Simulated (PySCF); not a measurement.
CH₃Cl, SMILES ClC. Geometry optimised at B3LYP-D3(BJ)/def2-TZVP.

Computed equilibrium geometry at B3LYP-D3(BJ)/def2-TZVP (PySCF confirms it by a frequency run) as bond lengths and angles, and its point group:
point group C3v.
Atoms: C1 Cl2 H3 H4 H5. Bonded distances (Å): C1–Cl2 1.794, C1–H3 1.086, C1–H4 1.086, C1–H5 1.086. Bond angles (°): Cl2–C1–H3 108.3, Cl2–C1–H4 108.3, Cl2–C1–H5 108.3, H3–C1–H4 110.6, H3–C1–H5 110.6, H4–C1–H5 110.6.
Charge 0, spin multiplicity 1.
